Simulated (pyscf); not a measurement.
:N–F [triplet] + silane (SiH₄) -> F–N•–SiH₃ + H atom (H•), a substitution at Si (triplet surface; H–Si broken, N–Si formed). Structures and frequencies: ωB97X-D3(BJ)/def2-SVP in PySCF. MP2 and CC: frozen core, UHF for open shells. ΔMP2 is the change of the MP2 total energy from the triple- to the quadruple-zeta basis. Energies in eV from the separated reactants.

AM1 to PM7: differences of heats of formation from MOPAC. Open shells are spin-unrestricted. 

**Question.** In single points AM1 puts the saddle at 1.45 eV and the reaction energy at +1.55 eV. Should these be trusted to within a few kcal/mol? Compare with CCSD(T)/def2-TZVPP + ΔMP2(QZVPP).

**Answer.** CCSD(T)/def2-TZVPP + ΔMP2(QZVPP) gives ΔE‡ = 1.65 eV and ΔE = +1.42 eV. AM1 lies 0.20 eV under it in the barrier and 0.14 eV over it in the reaction energy, so on this step it does not hold to within 0.13 eV. At AM1 this geometry lies under one side, so its ΔE‡ may be no barrier of that level. CCSD(T)/def2-TZVPP + ΔMP2(QZVPP) has limits of its own. The same reactants have a lower exit, to •HN–F + SiH₃• (barrier +0.97 eV at ωB97M-D3(BJ), against +1.56 eV here). F–N•–SiH₃ + H• also meet on a surface of lower spin, which isn't treated here. F–N•–SiH₃ lies 4.61 eV over its isomer H₂N–SiH•–F (electronic energy, ωB97M-D3(BJ)). This is the saddle that the search found; another between the same sides may lie lower. The angle at the attacked Si is 175°. The CCSD(T) − MP2 part came from Ansatz, without density fitting, on the same reference.
